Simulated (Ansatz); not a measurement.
Energy needed to pull apart B2SiH6, closed shell, into free ground-state atoms, from the structure below (displaced at random from a GFN2-xTB minimum); no zero-point or spin–orbit terms; open-shell atoms are treated unrestricted, in their ground-state multiplicity.

```csv
atom,x (Å),y (Å),z (Å)
B1,-1.1991,0.8874,-1.2130
B2,0.0042,0.9774,0.1060
Si3,0.8786,-0.9439,0.6185
H4,-2.4766,0.7227,-0.6697
H5,-0.8710,1.2238,-2.1970
H6,0.4651,1.7581,0.9799
H7,0.2330,-2.0783,-0.2544
H8,2.3616,-0.9791,0.5870
H9,0.3894,-1.5378,2.0612
```

Computed with Ansatz 0.2.0 (basis: def2-TZVPP); correlated methods freeze the cores.

```csv
method,atomization energy (kJ/mol)
PBE-D4,2645
r2SCAN-D4,2656
B97M-V,?
PBE0-D4,2629
r2SCAN0-D4,2633
wB97M-V,2636
HF,2064
MP2,?
CCSD,2540
CCSD(T),2561
```

(1) What does MP2 give? (An estimate is asked for; the value comes from the calculation.)

(2) What does B97M-V give? (An estimate is asked for; the value comes from the calculation.)

T1 diagnostic: at most 0.015.

## Answers

(1) By the calculation: 2546 kJ/mol, which is about 15 kJ/mol less than CCSD(T)/def2-TZVPP.

(2) Computed: 2671 kJ/mol, which is about 110 kJ/mol more than CCSD(T)/def2-TZVPP.

In triple zeta the MP2 and coupled-cluster atomization energies are still short of their basis limit by a few kcal/mol a bond, whereas those of the functionals are nearly converged, so these differences are not deviations from converged CCSD(T).

For scale, one of the runs: CCSD(T)/def2-TZVPP forces, 188 basis functions (an equivalent command: `ansatz run in.yaml --threads 4`). Time: 70 s of wall clock on 4 CPU threads; the host was shared. Peak host memory: 3.8 GiB.
